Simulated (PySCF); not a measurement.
NO, SMILES [N]=O (connectivity only; charge and spin as stated), charge +1, multiplicity 1. Geometry: PBE-D3(BJ)/def2-TZVPD.

PySCF with TDA-LC-ωPBE/def2-TZVPD puts the lowest singlet excitations at 10.14, 10.14, 10.34, 10.98, 10.98, 16.18 eV and the lowest triplet (TDA) at 7.54 eV.

Problem. What are the lowest singlet roots from EOM-CCSD/aug-cc-pVDZ (PySCF 2.14.0)? (The exact figures need the calculation; the answer reports its results.)

Solution. 10.16, 10.16, 11.08, 11.47, 11.47, 15.55 eV; triplets 8.05, 8.05, 8.39 eV. S1 differs by 0.02 eV (second minus first; roots are paired by order, and the bases may differ).
